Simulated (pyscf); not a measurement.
This saddle point was located with ωB97X-D3(BJ)/def2-SVP in PySCF.

```xyz
6

C      0.1564    -0.1196     0.2070
O      1.1185     0.0213    -0.5697
H      0.9907    -0.9391     1.1432
H     -0.7585     0.3898    -0.1540
H      1.8911    -0.5752     0.0196
H      1.9333    -1.1836     1.0362
```
Charge 0, spin multiplicity 1.

Surface: singlet, charge 0. Lowest wavenumbers (cm⁻¹): 1647i, 836, 994, 1247, 1267.

### Question
Name the species on either side of this saddle.

### Answer
`[CH2]=[O]` + `[H][H]` ⇌ `[CH][OH]` [singlet] + `[H][H]`, a concerted two-bond exchange read from left to right: C–H, H–H broken and H–O, H–H formed. At ωB97M-D3(BJ)/def2-TZVP it lies +64.9 kcal/mol from the left side and +14.2 kcal/mol from the right (each side as separated species at their lowest minima found). This is the saddle that the search found; another between the same sides may lie lower.
